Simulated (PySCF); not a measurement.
**Ionisation energy of B by level of theory**

B [He] 2s2 2p1 (2P) → B⁺ [He] 2s2 (1S), as a difference of total energies. Computed with PySCF 2.14 in x2c-QZVPPall with one added diffuse shell each of s, p, d, f type (8s5p4d3f1g, 73 functions), with the spin-free X2C one-electron Hamiltonian (Gaussian nucleus). Correlated levels: valence: 1s2 frozen. The calculations carry no spin-orbit coupling.

Q: Order these methods by the ionisation energy they give, lowest first.
A. CCSD (valence)
B. UHF
C. SCS-MP2 (valence)
D. MP2 (valence)

A: B (8.040 eV), A (8.192 eV), C (8.259 eV), D (8.289 eV).

Errors of the correlated levels include the incompleteness of this basis and the frozen core.

For comparison: 8.297 eV (measured; NIST levels, between the centres of gravity of the two terms).
